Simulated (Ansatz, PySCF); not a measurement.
Reaction (SMILES): c1ccccc1 [benzene] + 9 [H][H] (H2) → 6 C (CH4)

Wanted: energy of full hydrogenation (electronic), in kcal/mol. Set-up: no spin-orbit coupling; non-relativistic; dispersion terms only where a functional's name holds one. First-principles rows: single points at B3LYP-D3(BJ) geometries (Ansatz, a program for electronic structure).

| species | coefficient | E at BP86/def2-SVP (PySCF), Eh | E at B3LYP/def2-TZVPD (Ansatz), Eh |
|---|---|---|---|
| c1ccccc1 | -1 | -232.07301 | -232.33821 |
| [H][H] (H2) | -9 | -1.17203 | -1.17969 |
| C (CH4) | +6 | -40.48104 | -40.53767 |

 1 Eh = 627.5095 kcal/mol.

Problem. Work the quantity out at each level.

Solution. 
- BP86/def2-SVP: the sum of coefficient times E is -0.26496 Eh, or -166.26 kcal/mol. Result: -166.3 kcal/mol.
- B3LYP/def2-TZVPD: the sum of coefficient times E is -0.27060 Eh, or -169.80 kcal/mol. Result: -169.8 kcal/mol.
